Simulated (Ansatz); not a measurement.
# AlN+ (quartet): from Hartree-Fock to the top rungs, cc-pVTZ

One table from this session's results is given with a row withheld; the runs are named, their logs left out.

Program: Ansatz 0.2.0, Gaussian basis. Level of theory: cc-pVTZ, core rule «outside noble gas», up to 6 orbitals frozen. These are calculated values, not measurements.

The runs, in order: UHF; CCSD(T) on ROHF; CCSD(T) on UHF; BCCD(T) on ROHF; CISD; CCSDT(Q) on ROHF; CCSDT(Q) on UHF; CASSCF and MRCISD+Q, 7 electrons in 8 orbitals; CASSCF and NEVPT2, 7 electrons in 8 orbitals.

16 further runs of the same task are left out: 4 that didn't finish, 12 set aside as unsound or not needed.

## What is computed

The geometry is a PBE0/def2-TZVP stationary point (not a proven minimum) of the parent state, kept for this charge and spin.

2 atoms, charge 1, spin multiplicity 4.

Atoms are counted from 1 here; the program's logs count them from 0.

Bond lengths: Al1–N2 1.789 Å.

Geometry (Å):

```xyz
2
AlN
Al    0.0000    0.0000    0.0000
N     0.0000    0.0000    1.7893
```

Set-up of the first run:

in.yaml reads:

```yaml
crystal:
  periodic: [false, false, false]
  atoms:
    - {symbol: Al, position_ang: [0.000000, 0.000000, 0.000000]}
    - {symbol: N, position_ang: [0.000000, 0.000000, 1.789283]}
basis:
  gaussian: {orbitals: cc-pVTZ}
total_charge: 1
magnetization: {spin_polarized: true, initial_magnetization: 3}
hamiltonian: {xc: hf}
output: {orbitals: {seedname: orbitals}}
```

Launch:

```
ansatz run in.yaml --threads 1 --pin off --events-out ev --progress --plain --max-ram 2393MiB
```

Among the steps run: UHF; CCSD(T) on ROHF; CCSD(T) on UHF; BCCD(T) on ROHF; CISD; CCSDT(Q) on ROHF; CCSDT(Q) on UHF; CASSCF and MRCISD+Q, 7 electrons in 8 orbitals; CASSCF and NEVPT2, 7 electrons in 8 orbitals.

One of the session's tables, all rows but one given; the rest of the session is left out.

```
          method  from UCCSDT(Q) (meV)
            ROHF               +5238.1
             UHF               +4918.3
            RMP2                +852.3
            UMP2                +885.3
            CISD                +378.8
           RCCSD                +248.8
           UCCSD                +216.2
        RCCSD(T)                 +38.3
        UCCSD(T)                 +38.0
         BCCD(T)                 +43.4
          RCCSDT                 +15.4
          UCCSDT                  +9.6
       RCCSDT(Q)                  +5.6
       UCCSDT(Q)                     0
  CASSCF valence                     ?
  NEVPT2 valence                +674.5
  MRCISD valence                +217.2
MRCISD+Q valence                 +59.7
```

Estimate the missing values for CASSCF valence.

**Answer.** from UCCSDT(Q) (meV): +3586.9. In the column «from UCCSDT(Q) (meV)» it lies between UMP2 (+885.3) and UHF (+4918.3).

Limits of these values: Restricted and unrestricted rows rest on different reference determinants; where their highest levels disagree by more than a few hundredths of an eV, they describe different states and don't form one ladder.
